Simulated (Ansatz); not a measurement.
# O–C–SiH, doublet: reading a ladder of total energies

Geometry: displaced at random from a stationary point.

```
atom    x (Å)    y (Å)    z (Å)
   O   0.0782   0.0196   1.7508
   C  -0.0867   0.0719   0.6199
  Si  -0.0101  -0.0912  -1.2217
   H   0.0730   1.3746  -1.1354
```

Basis cc-pVDZ; Ansatz 0.2.0. Only valence electrons are correlated (noble-gas cores frozen), which leaves 15 electrons in 44 orbitals. R marks a restricted (for open shells ROHF) determinant, U an unrestricted one.

Full CI isn't at hand for all of this; UCCSDT(Q) serves as the reference, and is uncertain by about the last step of the cluster series.

Runs differ by some tens of microhartree through their thresholds and, for an open shell, their frozen cores, so steps under 0.03 kcal/mol mean nothing.

```
    level  total energy (hartree)
      UHF             -402.188788
     UMP2             -402.567601
    UCCSD             -402.589522
 UCCSD(T)             -402.606134
   UCCSDT             -402.607417
UCCSDT(Q)             -402.609146
```

What is the correlation energy at UCCSDT(Q), and what share of it do UMP2 and UCCSD(T) recover?

E(corr) = -402.609146 − (-402.188788) = -0.420358 hartree = -11.439 eV. UMP2: -0.378813 / -0.420358 = 90.12 %. UCCSD(T): -0.417346 / -0.420358 = 99.28 %.

By how many kcal/mol does UCCSD(T) miss UCCSDT(Q) (1 hartree = 627.509 kcal/mol), and which steps make up the rest?

-402.606134 − (-402.609146) = 0.003012 hartree = 1.89 kcal/mol. Steps: UCCSDT − UCCSD(T) = -0.81, UCCSDT(Q) − UCCSDT = -1.08 kcal/mol. Differences between like states or geometries often cancel part of this.
